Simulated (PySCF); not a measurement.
# sulfuryl fluoride: ΔSCF against reference XPS values

The experiment to reproduce (core binding energies): O 1s of O1/O3 540.30 eV [1]; F 1s of F4/F5 695.40 eV [1]. Sources and the comparison follow the method.

Sulfuryl fluoride, F2O2S.
Z-matrix (Å and degrees, PBE0-D3(BJ)/def2-TZVP geometry), rows numbered from 1:
```
O 
S   1  1.4042
O   2  1.4042  1  124.87
F   2  1.5394  1  108.12  3  -128.78
F   2  1.5391  1  108.07  3   128.83
```

Method used: delta-SCF UKS SCAN, pcX-3 on the ionised atom, pcseg-2 elsewhere, spin-free X2C in PySCF 2.14.0. Vertical ΔSCF values, vacuum level as zero.

```
 atom            environment  level  this calculation (eV)  reference (eV)  difference (eV)  source
O1/O3        sulfonyl oxygen   O 1s                 540.33          540.30            +0.03     [1]
F4/F5  sulfur-bound fluorine   F 1s                 695.45          695.40            +0.05     [1]
```

[1] measured, gas; Avanzino, Jolly, Lazarus, Perry, Rietz, Schaaf, An X-ray photoelectron spectroscopic study of some isoelectronic compounds, LBL-3502 (Inorg. Chem. 1975) Note: scanned preprint of 1974, columns matched to compounds by order; energy scale about 0.1-0.2 eV below the 1984 compilation.

Q: How far is it from the measured entries?

A: Over the 2 different measured values (2 distinct lines) the mean signed difference is +0.04 eV, the mean unsigned one 0.04 eV and the largest 0.05 eV. The calculation is vertical and has no vibrational structure, and measured positions depend on the energy calibration.

Q: What does the calculation give for the levels without a reference value here?

A: S2 S 1s 2486.75 eV.

The first atom of each set that the bonding makes equivalent was ionised and stands for the set. Not every level is listed. Isolated species at its PBE0-D3(BJ)/def2-TZVP geometry, gas phase.
